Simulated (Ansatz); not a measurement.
## 1T (CdI2-type) PtS₂: elastic constant C12 by level of theory

No measured value is used here.

```
level (code)           value (GPa)  cell (Å³/atom)
---------------------  -----------  --------------
LDA (Ansatz)                  74.1           16.60
PBE (Ansatz)                  36.2           23.91
PBE-D4 (Ansatz)               64.3           17.38
r²SCAN+rVV10 (Ansatz)         64.1           18.67
```

Density-functional levels without +SOC have no spin–orbit coupling. LDA: the solid has no gap at this level, which affects its response. LDA: LDA has no dispersion term either, though it tends to give short spacings of layers, chains or molecules. PBE: the cell comes from a level without a dispersion term, which matters for the spacing of layers, chains or molecules. PBE-D4: the dispersion coefficients are held fixed in the derivatives. Each level is taken at its own relaxed cell. Cutoffs and k meshes differ between the levels. Ansatz's density-functional and Hartree–Fock values are scalar-relativistic unless marked +SOC, with PAW data made under PBE.

Ansatz is an electronic-structure program.
